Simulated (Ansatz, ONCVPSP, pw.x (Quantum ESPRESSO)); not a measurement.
## From atom to crystal: ONCV potential for carbon

| Property | Result |
| --- | --- |
| Element | C (Z = 6) |
| Generator | ONCVPSP 4.0.1.1 (patched build) |
| Type | optimised norm-conserving Vanderbilt (ONCV) |
| Functional | PBE |
| Relativity | scalar-relativistic |
| Frozen core | [He] |
| Valence charge | 4 |
| Reference configuration | 2s2 2p2 |
| Partial waves | 2s: rc 1.30 bohr, ncon 4, nbas 8, qcut 5.8 1/bohr, local; 2p: rc 2.25 bohr, ncon 4, nbas 7, qcut 6.8 1/bohr, 1 projector; d scattering state at 0.13 Ha: rc 1.90 bohr, ncon 4, nbas 8, qcut 4.5 1/bohr, 2 projectors, debl 0.4 Ha |
| Local potential | the s channel |
| Core correction | Teter function, fcfact 3.75, rcfact 1.25 |

Atomic tests: cutoffs needed: 15 Ha and 55 Ha (the cutoffs (Ha) at which the residual kinetic energy of the hardest occupied pseudo-wave falls to 1 and 0.1 mHa per electron); ghost test: no bound ghost flagged; no localised positive-energy state flagged; largest excitation error: +849 meV (all-electron minus pseudo) for 2s1 2p0, out of 4 test configurations.

Crystal test: diamond C in pw.x 7.5, no spin, 13³ k-points, Fermi–Dirac smearing 0.01 Ry, cutoffs 130/520 Ry. The lattice is a test structure that the element need not adopt, and mesh and smearing are coarse.

pw.x input:

```
&control
  calculation='scf', prefix='x', pseudo_dir='./', outdir='./tmp', tstress=.true., disk_io='none'
/
&system
  ibrav=0, nat=2, ntyp=1, ecutwfc=130, ecutrho=520, nbnd=11,
  occupations='smearing', smearing='fd', degauss=0.01
/
&electrons
  conv_thr=1e-09, mixing_beta=0.4, electron_maxstep=70
/
ATOMIC_SPECIES
C 1.0 C.UPF
CELL_PARAMETERS angstrom
  0.00000000 1.78307175 1.78307175
  1.78307175 0.00000000 1.78307175
  1.78307175 1.78307175 0.00000000
ATOMIC_POSITIONS crystal
C 0.0000 0.0000 0.0000
C 0.2500 0.2500 0.2500
K_POINTS automatic
13 13 13 0 0 0
```

```bash
pw.x < C.scf.in > C.scf.out
```

Task: How does the run end?

Result: It converges; the pressure is -15.78 GPa against 1.97 GPa from all-electron LAPW. The largest radius (2.25 bohr) exceeds half the bond length (1.46 bohr), so the spheres overlap, which is one possible source of error among others. This is a poor potential for the solid. The log shows:

```
     number of electrons       =         8.00
     number of Kohn-Sham states=           11
     kinetic-energy cutoff     =     130.0000  Ry
     charge density cutoff     =     520.0000  Ry
     scf convergence threshold =      1.0E-09
     Exchange-correlation= PBE
     number of k points=    84  Fermi-Dirac smearing, width (Ry)=  0.0100
     iteration #  1     ecut=   130.00 Ry     beta= 0.40
     total energy              =     -23.26565588 Ry
     estimated scf accuracy    <       0.11617208 Ry
     iteration #  2     ecut=   130.00 Ry     beta= 0.40
     total energy              =     -23.25627077 Ry
     estimated scf accuracy    <       0.03106407 Ry
     iteration #  3     ecut=   130.00 Ry     beta= 0.40
     total energy              =     -23.25827423 Ry
     estimated scf accuracy    <       0.00021280 Ry
     iteration #  4     ecut=   130.00 Ry     beta= 0.40
     total energy              =     -23.25828906 Ry
     estimated scf accuracy    <       0.00000097 Ry
     iteration #  5     ecut=   130.00 Ry     beta= 0.40
     total energy              =     -23.25828935 Ry
     estimated scf accuracy    <       0.00000010 Ry
     iteration #  6     ecut=   130.00 Ry     beta= 0.40
     total energy              =     -23.25828936 Ry
     estimated scf accuracy    <       0.00000001 Ry
     iteration #  7     ecut=   130.00 Ry     beta= 0.40
     the Fermi energy is    15.3279 ev
!    total energy              =     -23.25828936 Ry
     estimated scf accuracy    <          1.1E-10 Ry
     smearing contrib. (-TS)   =      -0.00000000 Ry
     The total energy is F=E-TS. E is the sum of the following terms:
     one-electron contribution =       8.21859722 Ry
     hartree contribution      =       1.86567079 Ry
     xc contribution           =      -7.76359105 Ry
     ewald contribution        =     -25.57896632 Ry
     convergence has been achieved in   7 iterations
          total   stress  (Ry/bohr**3)                   (kbar)     P=     -157.76
     Message from routine punch:
     Nothing written, as per user request (disk_io='none')
```
